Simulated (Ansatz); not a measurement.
in.yaml

```yaml
crystal:
  periodic: [false, false, false]
  atoms:
    - {symbol: Ge, position_ang: [0.000000, 0.000000, -2.347399]}
    - {symbol: B, position_ang: [0.000000, 0.000000, -0.374442]}
    - {symbol: N, position_ang: [0.000000, 0.000000, 0.865005]}
    - {symbol: H, position_ang: [0.000000, 0.000000, 1.856836]}
basis:
  gaussian: {orbitals: cc-pVDZ}
magnetization: {spin_polarized: true, initial_magnetization: 1}
correlation: {method: ccsd_t, electrons: valence}
```

```sh
$ ansatz run in.yaml --threads 1 --pin off --events-out ev --progress --plain --max-ram 2393MiB
```

Output:

```
642 factors; integrals over basis functions are off by at most 1.2e-3 eV
mean field evaluation 1: about -58636.7441 eV, gradient 2.7e1 eV
mean field evaluation 2: about -58636.7992 eV, gradient 2.7e1 eV
mean field evaluation 4: about -58640.9653 eV, gradient 3.0e0 eV
mean field evaluation 8: about -58641.0728 eV, gradient 3.1e-3 eV
mean field evaluation 16: about -58640.9141 eV, gradient 3.0e0 eV
mean field evaluation 32: about -58641.0728 eV, gradient 1.5e-3 eV
mean field evaluation 64: about -58638.0315 eV, gradient 2.8e0 eV
mean field evaluation 96: about -58641.0460 eV, gradient 3.4e-1 eV
mean field evaluation 128: about -58641.0066 eV, gradient 1.4e0 eV
mean field evaluation 160: about -58641.0468 eV, gradient 5.7e-1 eV
...
mean field evaluation 1152: about -58639.1799 eV, gradient 4.6e0 eV
mean field evaluation 1184: about -58638.1581 eV, gradient 8.5e-3 eV
mean field -58641.07284198 eV, -2155.0196785962 hartree, gradient 2.9e-6 eV, S^2 0.767889; 16 other end points of the search recorded, 0 dependent functions left out
determinant -58641.07284198 eV, -2155.0196785962 hartree, with singles and doubles -58650.27753068 eV, -2155.3579446666 hartree
determinant -58639.09072993 eV, -2154.9468373215 hartree, with singles and doubles -58648.11290190 eV, -2155.2783960263 hartree
determinant -58639.08674627 eV, -2154.9466909249 hartree, with singles and doubles -58648.03730714 eV, -2155.2756179701 hartree
determinant -58638.15808531 eV, -2154.9125632642 hartree, with singles and doubles -58646.28841817 eV, -2155.2113474856 hartree
determinant -58638.00408104 eV, -2154.9069037116 hartree, with singles and doubles -58647.18370567 eV, -2155.2442486946 hartree
11 core orbitals not correlated: weight in the atoms' cores, before any rotation towards them, 1.000 or more for the frozen orbitals, at most 0.000 for the correlated occupied ones
reference -58641.07284198 eV, -2155.0196785962 hartree; 12, 11 occupied and 37, 38 virtual orbitals, 642 factors
second order -8.51387252 eV of doubles, -0.00000000 eV of singles
cycle   1  -9.20495932 eV  change   -2.7e-4 eV  update   1.4e-3
cycle   2  -9.20500956 eV  change   -5.0e-5 eV  update   9.6e-4
cycle   3  -9.20480482 eV  change    2.0e-4 eV  update   5.4e-4
cycle   4  -9.20516549 eV  change   -3.6e-4 eV  update   1.5e-4
cycle   5  -9.20531704 eV  change   -1.5e-4 eV  update   7.2e-5
cycle   6  -9.20529758 eV  change    1.9e-5 eV  update   3.2e-5
cycle   7  -9.20529343 eV  change    4.1e-6 eV  update   1.5e-5
cycle   8  -9.20527653 eV  change    1.7e-5 eV  update   4.2e-6
perturbative correction -0.38158924 eV, -0.0140231458 hartree
Total energy: -58650.65970775 eV, -2155.3719894148 hartree
```

Ran on 1 thread of Arm Neoverse V1, shared host: 28 s wall, 0.21 GiB peak host memory.
